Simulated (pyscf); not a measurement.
# Hydrogen abstraction: H₂C=C=NH + H atom (H•) → •H₂C–C≡N + hydrogen (H₂)

Gas phase, doublet surface, charge 0. Bonds broken: N3–H7. Bonds formed: H6–H7. Single points on ωB97X-D3(BJ)/def2-SVP structures (PySCF, gas phase).

Transition state (Å):

```xyz
7

C      0.7145    -0.6694    -0.4652
C      0.8006     0.1476     0.5717
N      0.9388     0.9376     1.4900
H      0.0599    -0.4219    -1.3037
H      1.3061    -1.5872    -0.4890
H     -0.5772     0.4221     3.0761
H      0.2266     0.7710     2.3423
```

One imaginary mode, 1720i cm⁻¹; descent along it reached the two sides named.

```
bond   change  reactant side (Å)  saddle  product side
-----  ------  -----------------  ------  ------------
N3–H7  breaks              1.024   1.123           2.7
H6–H7   forms                3.0   1.143         0.761
```

Electronic energies relative to the separated reactants (eV):

| level | barrier | reaction energy | reverse barrier |
|---|---|---|---|
| ωB97X-D3(BJ)/def2-TZVP | 0.24 | -1.37 | 1.61 |
| PBE/def2-TZVP | -0.09 | -1.19 | 1.10 |
| r²SCAN/def2-TZVP | -0.12 | -1.42 | 1.30 |
| B3LYP-D3(BJ)/def2-TZVP | -0.07 | -1.45 | 1.38 |
| PBE0-D3(BJ)/def2-TZVP | 0.08 | -1.23 | 1.30 |
| M06-2X/def2-TZVP | 0.25 | -1.31 | 1.56 |
| ωB97M-D3(BJ)/def2-TZVP | 0.23 | -1.34 | 1.57 |
| HF/def2-TZVP | 0.61 | -1.66 | 2.27 |

With ωB97M-D3(BJ)/def2-TZVP energies and thermal terms (ideal gas, 1 atm, RRHO with modes under 100 cm⁻¹ raised to 100, one conformer, R ln 2 for chiral ones without a mode under 150 cm⁻¹), in eV:

| T (K) | ΔH‡ | ΔG‡ | ΔH | ΔG |
|---|---|---|---|---|
| 298 | 0.11 | 0.41 | -1.39 | -1.44 |
| 600 | 0.09 | 0.71 | -1.39 | -1.49 |
| 900 | 0.09 | 1.02 | -1.40 | -1.54 |
| 1200 | 0.09 | 1.33 | -1.42 | -1.58 |

At PBE, r²SCAN, B3LYP-D3(BJ) this geometry lies under the reactants; that is no barrier but a single point on another level's saddle; such a level's own saddle, if it has one, lies nearer that side and is low. H₂C=C=NH lies 1.13 eV over its isomer H₃C–C≡N (electronic energy, ωB97M-D3(BJ)/def2-TZVP). This is the saddle that the search found; another between the same sides may lie lower. The angle at the transferred H is 168°.
